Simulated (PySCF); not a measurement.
Structure with atom numbers: `[CH3:1][C:2]([CH3:3])([CH3:4])[CH:5]=[O:6]`. Each H is labelled by its parent atom.

GIAO shifts from PySCF on PBE0-D3(BJ)/def2-TZVP geometries (one conformer, non-relativistic, equivalent nuclei averaged), against TMS at the same level and in the same medium; PCM means IEF-PCM chloroform.

Measured (solution, not stated per compound (mostly CDCl3 or CCl4); Pretsch, Buehlmann, Badertscher, Structure Determination of Organic Compounds, 4th ed. (2009)): C2 42.4, C1/C3/C4 23.4, H(C1)/H(C3)/H(C4) 1.08 ppm.

Problem. Which unscaled values do B97-2/pcSseg-2, gas; WP04/pcSseg-2, PCM; wB97X-D/pcSseg-2, PCM give, and how close are they?

Solution. 
```csv
atoms,measured,"B97-2/pcSseg-2, gas","WP04/pcSseg-2, PCM","wB97X-D/pcSseg-2, PCM"
C2,42.4,46.5,52.9,48.9
C1/C3/C4,23.4,25.1,25.7,25.6
H(C1)/H(C3)/H(C4),1.08,1.00,1.08,1.05
```

Mean absolute error for 13C: B97-2/pcSseg-2, gas 2.9, WP04/pcSseg-2, PCM 6.4, wB97X-D/pcSseg-2, PCM 4.4 ppm.

Mean absolute error for 1H: B97-2/pcSseg-2, gas 0.08, WP04/pcSseg-2, PCM 0.00, wB97X-D/pcSseg-2, PCM 0.03 ppm.
